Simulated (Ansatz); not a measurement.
The input, for Ansatz 0.2.0:

```yaml
crystal:
  periodic: [false, false, false]
  atoms:
    - {symbol: B, position_ang: [0.000000, 0.000000, 0.440573]}
    - {symbol: Al, position_ang: [0.000000, 0.000000, -2.953886]}
    - {symbol: H, position_ang: [0.000000, 0.000000, 2.513313]}
basis:
  gaussian: {orbitals: 6-31G}
magnetization: {spin_polarized: true, initial_magnetization: 3}
correlation: {method: ccsdtq, electrons: outside_noble_gas}
```

```sh
$ ansatz run in.yaml --threads 1 --pin off --events-out ev --progress --plain --max-ram 2393MiB
```

Log:

```
498 factors; integrals over basis functions are off by at most 4.9e-8 eV
mean field evaluation 1: about -7260.1683 eV, gradient 4.6e0 eV
mean field evaluation 2: about -7260.1694 eV, gradient 4.6e0 eV
mean field evaluation 4: about -7260.7725 eV, gradient 1.4e0 eV
mean field evaluation 8: about -7260.8422 eV, gradient 2.0e-1 eV
mean field evaluation 16: about -7262.1053 eV, gradient 9.7e-2 eV
mean field evaluation 32: about -7260.8451 eV, gradient 1.8e-2 eV
mean field evaluation 64: about -7261.9334 eV, gradient 9.3e-4 eV
mean field evaluation 96: about -7261.9981 eV, gradient 1.4e-1 eV
mean field evaluation 128: about -7261.9779 eV, gradient 5.3e-4 eV
mean field evaluation 160: about -7261.9932 eV, gradient 1.7e-3 eV
...
mean field -7262.10306576 eV, -266.8773652363 hartree, gradient 1.5e-6 eV, S^2 3.850388; 30 other end points of the search recorded, 0 dependent functions left out
determinant -7262.10306576 eV, -266.8773652363 hartree, with singles and doubles -7264.16163673 eV, -266.9530163242 hartree
determinant -7261.97789568 eV, -266.8727653207 hartree, with singles and doubles -7263.99160808 eV, -266.9467678865 hartree
determinant -7261.93340468 eV, -266.8711303068 hartree, with singles and doubles -7264.04503417 eV, -266.9487312590 hartree
determinant -7261.10567878 eV, -266.8407119409 hartree, with singles and doubles -7263.31978531 eV, -266.9220788552 hartree
determinant -7260.84514803 eV, -266.8311376124 hartree, with singles and doubles -7263.95871232 eV, -266.9455589896 hartree
determinant -7260.76473301 eV, -266.8281824149 hartree, with singles and doubles -7263.61825586 eV, -266.9330474456 hartree
determinant -7260.31172548 eV, -266.8115346954 hartree, with singles and doubles -7261.49697017 eV, -266.8550916343 hartree
determinant -7260.27237400 eV, -266.8100885551 hartree, with singles and doubles -7261.91644113 eV, -266.8705069078 hartree
determinant -7260.19294846 eV, -266.8071697205 hartree, with singles and doubles -7262.27881513 eV, -266.8838239067 hartree
determinant -7260.16064544 eV, -266.8059826063 hartree, with singles and doubles -7262.19367416 eV, -266.8806950337 hartree
determinant -7259.89497952 eV, -266.7962195636 hartree, with singles and doubles -7262.89097874 eV, -266.9063205045 hartree
determinant -7259.75855596 eV, -266.7912060905 hartree, with singles and doubles -7261.01633252 eV, -266.8374285265 hartree
determinant -7259.71462262 eV, -266.7895915701 hartree, with singles and doubles -7260.74379668 eV, -266.8274130191 hartree
determinant -7259.60944119 eV, -266.7857262238 hartree, with singles and doubles -7260.83493463 eV, -266.8307622768 hartree
determinant -7259.32909575 eV, -266.7754237188 hartree, with singles and doubles -7260.64196994 eV, -266.8236709554 hartree
determinant -7262.10306576 eV, -266.8773652363 hartree, with singles and doubles -7264.18388830 eV, -266.9538340545 hartree
determinant -7261.97789568 eV, -266.8727653207 hartree, with singles and doubles -7264.00663830 eV, -266.9473202370 hartree
determinant -7261.93340468 eV, -266.8711303068 hartree, with singles and doubles -7264.04896844 eV, -266.9488758409 hartree
determinant -7260.84514803 eV, -266.8311376124 hartree, with singles and doubles -7264.03556049 eV, -266.9483831079 hartree
determinant -7260.76473301 eV, -266.8281824149 hartree, with singles and doubles -7263.91682378 eV, -266.9440196144 hartree
6 core orbitals not correlated: weight in the atoms' cores, before any rotation towards them, 1.000 or more for the frozen orbitals, at most 0.000 for the correlated occupied ones
reference -7262.10306576 eV, -266.8773652363 hartree; 5, 2 occupied and 13, 16 virtual orbitals, 498 factors
second order -1.10345376 eV of doubles, -0.00000000 eV of singles
...
cycle  37  -2.23982922 eV  change   -1.2e-6 eV  update   4.0e-6
cycle  38  -2.23983096 eV  change   -1.7e-6 eV  update   3.5e-6
cycle  39  -2.23983182 eV  change   -8.6e-7 eV  update   3.4e-6
cycle  40  -2.23983298 eV  change   -1.2e-6 eV  update   2.0e-6
cycle  41  -2.23983453 eV  change   -1.6e-6 eV  update   1.8e-6
cycle  42  -2.23983641 eV  change   -1.9e-6 eV  update   2.3e-6
cycle  43  -2.23983838 eV  change   -2.0e-6 eV  update   1.1e-6
cycle  44  -2.23983979 eV  change   -1.4e-6 eV  update   1.4e-6
cycle  45  -2.23984122 eV  change   -1.4e-6 eV  update   7.0e-7
cycle  46  -2.23984126 eV  change   -3.7e-8 eV  update   5.2e-7
WARN: these amplitudes may be one of several solutions (largest doubles amplitude 0.79, level shift 0.00 eV)
Total energy: -7264.34290701 eV, -266.9596778842 hartree
```

The determinant's ⟨S²⟩ is 3.85 against 3.75 for a pure state. The T1 diagnostic is 0.105.

For the same geometry and basis full CI lies 0.1 meV lower. The program flagged this run's energy as in doubt.

Ran on 1 thread of Arm Neoverse V1, shared host: 28 s wall, 0.17 GiB peak host memory.
